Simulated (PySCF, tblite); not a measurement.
# C2HF2O radical: geometry, infrared bands and EPR parameters

Aim: predict the infrared bands and EPR parameters of C2HF2O radical (`O=C[C](F)F`).

Computed with tblite 0.8.0 and PySCF 2.14.0, with density-fitted response routines of our own, on a single molecule in the gas phase. Atoms count from 0, in the outputs and in this text.

**1. The molecule as given**

6 atoms, charge 0, multiplicity 2; geometry from: force field or distance geometry start.

Bonds of the start (Å): O0–C1 1.23, C1–C2 1.45, C2–F3 1.36, C2–F4 1.35, C1–H5 1.11.

**2. Optimising the geometry with GFN2-xTB**

Job settings and geometry (Å):

```
{"job": {"kind": "relax", "xc": "GFN2-xTB", "basis": "xTB"}, "charge": 0, "multiplicity": 2}
O      1.666700     0.168500    -0.559200
C      0.714900    -0.163200     0.141900
C     -0.667800     0.152700    -0.141100
F     -0.958700     0.870900    -1.260600
F     -1.615600    -0.277400     0.724600
H      0.863700    -0.749400     1.072900
```

Launch:

```
$ OMP_NUM_THREADS=1 python probes_run.py task.json out
```

This one command runs all jobs of the session in turn.

What it wrote:

```text
step      E/eV     max force
  0    -495.69065    2.279
  1    -495.80758    1.346
  2    -495.89898    1.076
  3    -495.92300    0.463
  4    -495.93454    0.382
  5    -495.94044    0.171
  6    -495.94141    0.129
  7    -495.94223    0.111
  8    -495.94279    0.084
  9    -495.94303    0.044
 10    -495.94310    0.029
 11    -495.94316    0.034
 12    -495.94326    0.043
 13    -495.94336    0.044
 14    -495.94344    0.028
 15    -495.94348    0.023
 16    -495.94350    0.019
 17    -495.94352    0.010
```

Wall time 0.04 s (1 thread of Arm Neoverse V2, shared host).

Along the way:

```csv
step,energy from step 0 (eV),largest force (eV/Å)
0,0.0000,2.2787
1,-0.1169,1.3455
2,-0.2083,1.0762
3,-0.2323,0.4630
4,-0.2439,0.3825
5,-0.2498,0.1711
6,-0.2508,0.1286
7,-0.2516,0.1107
8,-0.2521,0.0840
9,-0.2524,0.0444
10,-0.2525,0.0290
11,-0.2525,0.0342
12,-0.2526,0.0426
13,-0.2527,0.0442
14,-0.2528,0.0284
15,-0.2528,0.0228
16,-0.2528,0.0193
17,-0.2529,0.0096
```

Distances of close pairs at the start and the end, largest changes first:

| bond | before (Å) | after (Å) | change (Å) |
| --- | --- | --- | --- |
| C2–F3 | 1.362 | 1.310 | -0.051 |
| C2–F4 | 1.354 | 1.317 | -0.037 |
| C1–C2 | 1.446 | 1.414 | -0.032 |
| O0–C1 | 1.228 | 1.221 | -0.007 |
| C1–H5 | 1.110 | 1.103 | -0.007 |

The final coordinates are the input of the step that follows.

**3. Infrared spectrum with GFN2-xTB**

Job settings and geometry (Å):

```
{"job": {"kind": "ir", "xc": "GFN2-xTB", "basis": "xTB"}, "charge": 0, "multiplicity": 2}
O      1.685896     0.161726    -0.552330
C      0.735993    -0.164923     0.141351
C     -0.613422     0.148652    -0.141344
F     -1.042875     0.827802    -1.176483
F     -1.609862    -0.224058     0.635187
H      0.847391    -0.747210     1.072043
```

What it wrote:

```text
mode    cm-1     km/mol
  1     206.8      9.72
  2     210.5     25.14
  3     252.4      1.85
  4     434.7     12.13
  5     610.3     11.12
  6     854.7     92.79
  7     861.5      1.99
  8    1233.7    205.62
  9    1334.6     72.62
 10    1422.4    124.41
 11    1600.9    120.33
 12    2819.5     51.36
```

Wall time 0.05 s (1 thread of Arm Neoverse V2, shared host).

The strongest bands and the atoms that carry them (share of the mass-weighted mode):

```csv
cm⁻¹,km/mol,atoms
210,25.1,"C2 41 %, O0 20 %, F4 19 %, C1 15 %"
435,12.1,"F4 39 %, F3 30 %, O0 13 %, C1 10 %"
855,92.8,"C1 47 %, F3 34 %, F4 10 %"
1234,205.6,"C2 57 %, F4 16 %, H5 16 %"
1335,72.6,"H5 69 %, C2 22 %"
1422,124.4,"C2 64 %, C1 14 %"
1601,120.3,"C1 59 %, O0 38 %"
2820,51.4,H5 94 %
```

**4. g tensor and hyperfine couplings: B3LYP/pcH-1**

Same as in step 3 but for these lines:

```diff
@@ -1,2 +1,2 @@
-{"job": {"kind": "ir", "xc": "GFN2-xTB", "basis": "xTB"}, "charge": 0, "multiplicity": 2}
+{"job": {"kind": "epr", "basis": "pcH-1"}, "charge": 0, "multiplicity": 2}
 O      1.685896     0.161726    -0.552330
```

Method: UKS B3LYP, pcH-1 on C F H O, non-relativistic, mean-field spin-orbit, GIAO.

What it wrote:

```text
UKS, coarse grid
  cycle   1  E = -351.41695419  |g| = 7.87e-01
  cycle   2  E = -349.30893143  |g| = 2.21e+00
  cycle   3  E = -351.62612695  |g| = 3.16e-01
  cycle   4  E = -351.65306834  |g| = 2.04e-01
  cycle   5  E = -351.66523545  |g| = 3.76e-02
  cycle   6  E = -351.66596552  |g| = 1.94e-02
  cycle   7  E = -351.66618556  |g| = 7.93e-03
  cycle   8  E = -351.66623439  |g| = 4.04e-03
  cycle   9  E = -351.66624269  |g| = 1.32e-03
  cycle  10  E = -351.66624479  |g| = 9.07e-04
UKS, final grid
  cycle   1  E = -351.66630922  |g| = 1.38e-03
  cycle   2  E = -351.66630797  |g| = 2.42e-03
  cycle   3  E = -351.66630991  |g| = 3.07e-04
  cycle   4  E = -351.66630995  |g| = 1.15e-04
  cycle   5  E = -351.66630997  |g| = 6.70e-05
  cycle   6  E = -351.66630997  |g| = 1.76e-05
E = -351.66630997 Eh   <S^2> = 0.7632 (exact 0.7500)
g shifts (ppm)      1          2          3
  rmc          -284       -284       -284
  gc            -12         54         56
  oz_so        -145       4468       7551
  total        -441       4238       7323
hyperfine (MHz)  atom isotope    a_iso     a_fc   dipolar eigenvalues
    0   17O     -24.50     -24.50   -115.59     57.39     58.21
    1   13C     -38.35     -38.35     -7.76     -0.01      7.77
    2   13C      72.27      72.27    -62.84    -62.03    124.87
    3   19F     113.23     113.23   -197.82   -171.78    369.60
    4   19F     115.44     115.44   -205.48   -180.01    385.49
    5    1H      -7.00      -7.00     -5.24     -2.97      8.21
```

It took 9.4 s on 1 thread of Arm Neoverse V2, shared host; peak memory 0.46 GiB.

Principal g values 2.00188, 2.00656, 2.00964; g(iso) = 2.00603, against 2.00232 for a free electron.

Hyperfine couplings; where a row names several nuclei, a(iso) is their mean (it holds for fast rotation or exchange) and the dipolar term the largest among them:

```csv
nuclei,isotope,a(iso) (MHz),"a(iso) (G, at g = 2.0023)",largest dipolar term (MHz)
"F3, F4",19F,114.3,40.8,385.5
C2,13C,72.3,25.8,124.9
C1,13C,-38.3,-13.7,7.8
O0,17O,-24.5,-8.7,-115.6
H5,1H,-7.0,-2.5,8.2
```

Mulliken spin populations:

```csv
atom,value (e)
O0,0.37
C1,-0.07
C2,0.60
F3,0.05
F4,0.05
H5,-0.01
```

In first order the couplings over 0.8 MHz of 19F, 1H give 6 distinct lines over 84.1 G, if the averaged nuclei exchange fast; the same motion can average rows kept apart here too.

Orbitals, density, ELF and potential are computed afterwards from the orbital file.

ELF in a plane through or near 6 of the atoms.

Values, 10 rows by 14 columns:
```
0.00 0.00 0.00 0.00 0.00 0.00 0.00 0.00 0.00 0.00 0.00 0.00 0.00 0.00
0.00 0.00 0.00 0.00 0.00 0.00 0.00 0.00 0.00 0.00 0.00 0.00 0.00 0.00
0.00 0.00 0.02 0.18 0.57 0.60 0.12 0.03 0.47 0.55 0.26 0.02 0.00 0.00
0.00 0.01 0.25 0.76 0.87 0.89 0.26 0.07 0.82 0.45 0.82 0.23 0.00 0.00
0.00 0.02 0.48 0.88 0.38 0.81 0.35 0.41 0.65 0.78 0.73 0.23 0.00 0.00
0.00 0.00 0.04 0.12 0.33 0.24 0.19 0.82 0.23 0.58 0.33 0.09 0.00 0.00
0.00 0.00 0.00 0.06 0.97 1.00 0.73 0.08 0.64 0.46 0.87 0.37 0.02 0.00
0.00 0.00 0.00 0.21 0.98 0.99 0.52 0.02 0.56 0.72 0.48 0.06 0.00 0.00
0.00 0.00 0.00 0.00 0.09 0.18 0.03 0.00 0.03 0.07 0.02 0.00 0.00 0.00
0.00 0.00 0.00 0.00 0.00 0.00 0.00 0.00 0.00 0.00 0.00 0.00 0.00 0.00
```
The map spans 8.3 Å across and 7.5 Å up, centred on the molecule. Atoms in the plane (x, y in Å): O0 (-1.5, 0.9), C1 (-0.8, 0.0), C2 (0.6, 0.1), F3 (1.3, 1.2), F4 (1.4, -1.0), H5 (-1.1, -1.1).

On the surface of density 0.002 e/bohr³ the electrostatic potential runs, from the 1st to the 99th percentile, from -1.45 V near O0 to 1.47 V near C2.

The spin density lies nearest to C2 44 %; O0 31 %; F3, F4 about 8 % each; C1 8 % (both signs).

**5. What came out**

```
                                                                  quantity                     value
                                 strongest single infrared mode (GFN2-xTB)     1234 cm⁻¹, 206 km/mol
                                              zero-point energy (GFN2-xTB)             16.9 kcal/mol
                                                            g(iso) (B3LYP)                   2.00603
                                                                      ⟨S²⟩        0.763 (exact 0.75)
                                        largest a(iso) (averaged by class)  19F on F3, F4, 114.3 MHz
potential on the surface of density 0.002 e/bohr³, 1st and 99th percentile        -1.45 V and 1.47 V
```

The optimisation took 17 steps and gained 0.253 eV; among the close pairs (by a distance rule), C2–F3 changed most, from 1.362 to 1.310 Å. All 12 modes are real, so the xTB geometry is a minimum. The strongest single mode, at 1234 cm⁻¹, moves mainly C2. GFN2-xTB is a fitted tight-binding method: band positions and strengths are rough. Its intensities can rank the bands wrongly. The largest share of the spin, 0.60 e, sits on C2. The isotropic g lies 3.7 ppt above the free-electron value. The conformer search found further structures of the same energy, which may be mirror or relabelled copies of this one.
